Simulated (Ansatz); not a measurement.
C₃H₅ClOS, SMILES OCC=C(S)Cl, a ranking of conformers

With Ansatz's Python interface.

Interactive session:
```pycon
>>> import ansatz as az
>>> from rdkit import Chem
>>> from rdkit.Chem import AllChem
>>> BASIS = "cc-pVDZ"
>>> XC = "B3LYP"
>>> rd = Chem.AddHs(Chem.MolFromSmiles("OCC=C(S)Cl"))
>>> ids = list(AllChem.EmbedMultipleConfs(rd, numConfs=20, randomSeed=81, pruneRmsThresh=0.4))
>>> field = [energy for _, energy in AllChem.MMFFOptimizeMoleculeConfs(rd)]
>>> distinct = {round(e, 2): i for i, e in zip(ids, field)}
>>> chosen = sorted(distinct.items())[:5]
>>> found = []
>>> for force_field, index in chosen:
...     molecule = az.Crystal.molecule()
...     for atom, xyz in zip(rd.GetAtoms(), rd.GetConformer(index).GetPositions()):
...         molecule = molecule.atom(atom.GetSymbol(), xyz.round(5).tolist())
...     base = molecule.calculation().basis(gaussian=BASIS).functional(XC)
...     found.append(base.run().report["free_energy_ev"])
...
>>> print("conformer   MMFF (kcal/mol)   this level (eV)")
conformer   MMFF (kcal/mol)   this level (eV)
>>> for (force_field, index), e in zip(chosen, found):
...     print(f"{index:9d} {force_field - chosen[0][0]:17.2f} {(e - min(found)):17.3f}")
...
        2              0.00             0.060
        0              0.36             0.000
        3              1.76             0.048
        5              2.81             0.048
        4              3.56             0.120
```

Notes:
- The conformers keep their force-field geometries.
- b3lyp holds the VWN-RPA fit, as in Gaussian; the form of ORCA and Turbomole is b3lyp5.
- Finished in 24 s on 1 thread of Arm Neoverse V2, with other jobs on the host, peak memory 0.39 GiB.
